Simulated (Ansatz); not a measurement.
Ansatz (an electronic-structure program) input:

Ansatz 0.2 input:
```yaml
crystal:
  periodic: [false, false, false]
  atoms:
    - {symbol: C, position_ang: [-0.08418987, 1.42741835, -0.51191986]}
    - {symbol: S, position_ang: [0.17718637, -0.00065284, 0.57178962]}
    - {symbol: C, position_ang: [-0.09971911, -1.42697406, -0.51036667]}
    - {symbol: H, position_ang: [-0.09015291, 2.31038628, 0.12496582]}
    - {symbol: H, position_ang: [0.77169739, 1.46446615, -1.18355940]}
    - {symbol: H, position_ang: [-1.01598597, 1.32490158, -1.06155473]}
    - {symbol: H, position_ang: [-0.11528527, -2.30913124, 0.12747948]}
    - {symbol: H, position_ang: [-1.03034786, -1.31492304, -1.06011830]}
    - {symbol: H, position_ang: [0.75571041, -1.47406314, -1.18196043]}
    - {symbol: H, position_ang: [-1.00716386, 0.00614320, 1.21983281]}
basis:
  gaussian:
    orbitals: def2-TZVP
hamiltonian:
  xc: b3lyp
  dispersion: d3bj
total_charge: 1
phonons: {temperatures: {t_min: 298.15, t_max: 298.15, t_step: 100}}
```

Problem. What final total energy does it print?

Solution. -478.41720 Eh (B3LYP-D3(BJ)/def2-TZVP). The basis has 141 functions. The run takes about 2.1 core-minutes (a rough figure).

It need not be the lowest isomer of its formula.
